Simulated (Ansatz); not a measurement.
## How far a parabola holds: energy against volume of rock-salt PbS

We consider rock-salt PbS, described by r²SCAN in Ansatz (plane waves, PAW). Numerical settings: plane-wave cutoff 560 eV, 10×10×10 k mesh, Fermi–Dirac smearing 0.01 eV, scalar-relativistic PAW data made under PBE. The cell has no free parameter but its volume, all volumes share cutoff and mesh, and the runs aren't spin-polarised. Energies are free energies at the run's smearing, counted from the lowest row; static lattice.

| V (Å³/atom) | E (meV/atom) |
|---|---|
| 25.057 | ? |
| 25.590 | 8.29 |
| 26.123 | 2.00 |
| 26.656 | 0.00 |
| 27.189 | 1.85 |
| 27.722 | 7.17 |

### Question
Using a parabola, estimate the missing E at V = 25.057 from the other rows, showing the fit.

### Answer
With u = V - 26.7, the rows have u = -1.1100, -0.5770, -0.0440, 0.4890, 1.0220. Least squares gives E = -0.012 + 0.1505·u + 6.8062·u². Residuals (row less fit): 0.083, -0.167, 0.005, 0.161, -0.081; standard error 0.183 (degrees of freedom: 2). The fitted curve has its minimum at V = 26.7, where E = -0.01. Its curvature is d²E/dV² = 2 × 6.8062 meV/Å⁶, so B = V0·d²E/dV² × 0.1602 = 58.2 GPa. At the withheld row, u = -1.6430, so E = -0.012 + 0.1505 × (-1.6430) + 6.8062 × (-1.6430)² = 18.114 meV/atom. The calculation gives 19.34 meV/atom, 1.226 meV/atom above the prediction (6.3 % of the range of E in the table). The row lies outside the fitted rows, so this is an extrapolation. From the scatter of the fitted rows alone, a prediction at this place has a standard error of 0.434 meV/atom, so the miss is 2.8 times that.

The residuals are curvature that a parabola lacks, not noise. A solid that stiffens under compression and softens on expansion lies above the parabola at the compressed end and under it at the expanded end, as this row does. A third-order Birch-Murnaghan fit to the whole scan has B0 = 57.8 GPa. Only scans are tabulated whose curvature falls smoothly with volume, and where the parabola meets the shown rows within 5 % of their range and misses the end by 0.1 meV or more.

Measured, for comparison: bulk modulus 60 GPa (300 K, no zero-point or thermal correction, K' fixed at 4.2, sources range from 52.9 to 62.8; as tabulated in PbS at high pressure, J. Appl. Phys. 113 (4), abstract). Computed less measured: bulk modulus -3.7 % (inside the range of the sources held).

Spin–orbit coupling is not included; it can shift volumes and moduli of such heavy elements.

Ansatz is a first-principles code.
